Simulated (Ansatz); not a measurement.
Geometry optimisation, UKS PBE-D4/def2-SVP (Ansatz 0.2.0).

Input file:

```yaml
crystal:
  periodic: [false, false, false]
  atoms:
    - { symbol: "N", position_ang: [-0.6388, 0.3456, -0.6055] }
    - { symbol: Si, position_ang: [0.2197, 0.2214, 0.7987] }
    - { symbol: O, position_ang: [1.5074, -0.5866, 0.2115] }
    - { symbol: H, position_ang: [-0.2082, 1.1253, -1.2091] }
    - { symbol: H, position_ang: [-1.6267, 0.6945, -0.4085] }
    - { symbol: H, position_ang: [-0.5499, -0.6694, 1.6608] }
    - { symbol: H, position_ang: [1.3578, -1.1988, -0.4936] }
magnetization:
  spin_polarized: true
  initial_magnetization: 1
basis:
  gaussian: { orbitals: def2-SVP }
hamiltonian:
  xc: pbe
  dispersion: d4
relax:
  f_tol: 0.02
  max_steps: 50
```

Command:

```bash
$ ansatz run input.yaml --threads 2 --pin off --max-ram 3072MiB --backend cpu --events-out ev --progress --plain --runs-dir out
```

Q: Where does it end, and by what steps?

A: The forces met the threshold. After 9 steps the energy has fallen by 0.618 eV; O3 moved furthest, 0.21 Å.

```
step  energy less start (eV)  largest force component (eV/Å)  accepted
   0                  0.0000                           3.241       yes
   1                 -0.4964                           1.353       yes
   2                 -0.6031                           0.183       yes
   3                 -0.6108                           0.143       yes
   4                 -0.6054                           0.300        no
   5                 -0.6168                           0.102       yes
   6                 -0.6168                           0.078       yes
   7                 -0.6177                           0.035       yes
   8                 -0.6178                           0.035       yes
   9                 -0.6180                           0.011       yes
```

```xyz
7
Properties=species:S:1:pos:R:3
N -0.693 0.516 -0.590
Si 0.301 0.161 0.812
O 1.650 -0.713 0.293
H -0.344 1.158 -1.308
H -1.693 0.680 -0.437
H -0.631 -0.647 1.706
H 1.471 -1.223 -0.521
```

The run took 11 s on 2 threads of Arm Neoverse V2 (shared host), peak memory 0.14 GiB.
